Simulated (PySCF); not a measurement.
**Gas-phase thermal properties of CHF2**

Method: PySCF energies (xtb for GFN2) plus ideal-gas RRHO corrections (1 bar). 6-31G* has spherical d functions here. Open shells (unrestricted): CHF2 (multiplicity 2). GFN2 has no spin-polarisation term. B3LYP is the form with VWN-RPA correlation. CHF2: computed as isolated molecules; such fragments, hydroxides, amides, oligomers or adducts are transient or little studied in the gas. The harmonic model lacks anharmonicity and excited electronic states, which grow with temperature; levels with a mode under 35 cm⁻¹ are left out.

| level | point group | σ | ZPE (kJ/mol) | S°298 (J/mol/K) | Cp298 (J/mol/K) | S°1000 (J/mol/K) | H1000 − H298 (kJ/mol) |
|---|---|---|---|---|---|---|---|
| B3LYP/6-31G* | Cs | 1 | 50.5 | 256.3 | 41.9 | 323.8 | 41.1 |
| GFN2-xTB | Cs | 1 | 46.6 | 257.7 | 44.7 | 328.3 | 42.8 |
| HF/6-31G* | Cs | 1 | 55.2 | 255.2 | 40.2 | 320.0 | 39.6 |
| PBE/def2-SVP | Cs | 1 | 48.9 | 256.4 | 42.4 | 324.8 | 41.6 |
| PBE0/def2-TZVP | Cs | 1 | 50.6 | 255.9 | 41.7 | 323.3 | 41.1 |
σ: rotational symmetry number. Electronic degeneracy used: 2. Frequencies are unscaled.
